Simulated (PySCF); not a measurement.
**Level of theory and proton affinities: ethyl chloride**

Structure: `CCCl` (C2H5Cl). Atom numbers as in the mapped SMILES `[CH3:1][CH2:2][Cl:3]`.

All levels share the PBE0-D3(BJ)/def2-SVP structures and the PBE0-D3(BJ)/def2-SVP thermal terms; only the single-point energies (PySCF) change. Values are proton affinities (298 K, kJ/mol).

```csv
level,Cl3,time
PBE0-D3(BJ)/6-31G,630,2.5 s
PBE0-D3(BJ)/def2-SV(P),652,3.1 s
PBE0-D3(BJ)/6-31+G*,653,3.8 s
LDA/def2-TZVP,655,14 s
PBE0-D3(BJ)/6-31G*,657,3.1 s
PBE0-D3(BJ)/ma-def2-SVP,662,4.3 s
PBE0-D3(BJ)/pcseg-1,663,3.8 s
M06-2X/def2-TZVP (grid 3),666,23 s
PBE0-D3(BJ)/def2-SVPD,670,6.1 s
PBE0-D3(BJ)/aug-pcseg-1,671,6.9 s
PBE0-D3(BJ)/6-311+G**,672,5.7 s
CAM-B3LYP-D3(BJ)/def2-TZVP,672,9.5 s
ωB97M-D3(BJ)/def2-TZVP (grid 3),673,22 s
LC-ωPBE/def2-TZVP,674,17 s
PBE0-D3(BJ)/aug-cc-pVDZ,674,7.4 s
PBE0-D3(BJ)/cc-pVDZ,675,4 s
M06/def2-TZVP (grid 3),676,20 s
BHandHLYP/def2-TZVP,678,7.2 s
PBE0-D3(BJ)/def2-SVP,678,3.7 s
PBE0-D3(BJ)/ma-def2-TZVP,680,9 s
"PBE0-D3(BJ)/6-311++G(2d,2p)",680,8.7 s
HSE06/def2-TZVP,680,18 s
PBE0-D3(BJ)/pcseg-2,680,12 s
PBE0-D3(BJ)/def2-TZVPD,681,12 s
PBE0-D3(BJ)/def2-TZVP,681,–
PBE0-D3(BJ)/cc-pVTZ,682,12 s
PBE0-D3(BJ)/jun-cc-pV(T+d)Z,683,16 s
ωB97X-D3(BJ)/def2-TZVP,683,9.2 s
HF/def2-TZVP,683,2.6 s
PBE0-D3(BJ)/def2-TZVPP,684,12 s
r2SCAN-D3(BJ)/def2-TZVP (grid 3),685,30 s
M06-L/def2-TZVP (grid 3),686,31 s
B3LYP-D3(BJ)/def2-TZVP,686,7.8 s
PBE-D3(BJ)/def2-TZVP,687,17 s
BP86-D3(BJ)/def2-TZVP,690,17 s
B97-2/def2-TZVP,691,7.7 s
BLYP-D3(BJ)/def2-TZVP,693,17 s
TPSSh-D3(BJ)/def2-TZVP (grid 3),694,22 s
TPSS-D3(BJ)/def2-TZVP (grid 3),697,30 s
OPBE/def2-TZVP,701,17 s
```

Times are wall times for all single points of a level on 1 thread of Arm Neoverse N1, a shared host; the dash marks the run that also made the structures. BLYP, BP86, HSE06, LC-ωPBE, LDA, M06-L, OPBE, PBE, TPSS, r2SCAN ran on a slower path of this set-up, which computes the density-fitting integrals anew in every SCF cycle while the other levels store them. So the times needn't show the usual order of cost, and those levels read slower than they are.

Hartree-Fock leaves out electron correlation, so its proton affinities can be off by tens of kJ/mol.

The spread: 71 kJ/mol, from 630 to 701.

Known limits: the best site listed is a halogen, a weak base; protonation of a C–C, C–H or other σ bond isn't listed and may be favoured.
